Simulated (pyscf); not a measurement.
A first-order saddle from PySCF, ωB97X-D3(BJ)/def2-SVP:

```
C
H 1 1.1023
H 1 1.1051 2 109.72
O 1 1.4189 2 106.97 3 120.51
O 4 1.3929 1 102.81 2 167.59
H 5 1.2022 4 95.02 1 -34.86
C 6 1.3781 5 133.08 4 14.41
H 7 1.0970 6 112.07 5 131.31
H 7 1.0989 8 114.46 6 -119.56
```
Charge 0, spin multiplicity 2.

Surface: doublet, charge 0. Lowest wavenumbers (cm⁻¹): 2521i, 290, 446, 571, 706.

Task: Name the species on either side of this saddle.

Result: H₃C–CH₂–O–O• <-> •H₂C–CH₂–O–OH, a hydrogen shift read from left to right: C–H broken and H–O formed. At ωB97M-D3(BJ)/def2-TZVP it lies +1.87 eV from the left side (each side as separated species at their lowest minima found). The same reactants have a lower exit, to •O–OH + H₂C=CH₂ (barrier +1.54 eV at ωB97M-D3(BJ), against +1.87 eV here). H₃C–CH₂–O–O• lies 1.88 eV over its isomer H₃C–CH(O•)–OH, and others may lie lower still (electronic energy, ωB97M-D3(BJ)). •H₂C–CH₂–O–OH lies 2.83 eV over its isomer H₃C–CH(O•)–OH, and others may lie lower still (electronic energy, ωB97M-D3(BJ)). This is the saddle that the search found; another between the same sides may lie lower.
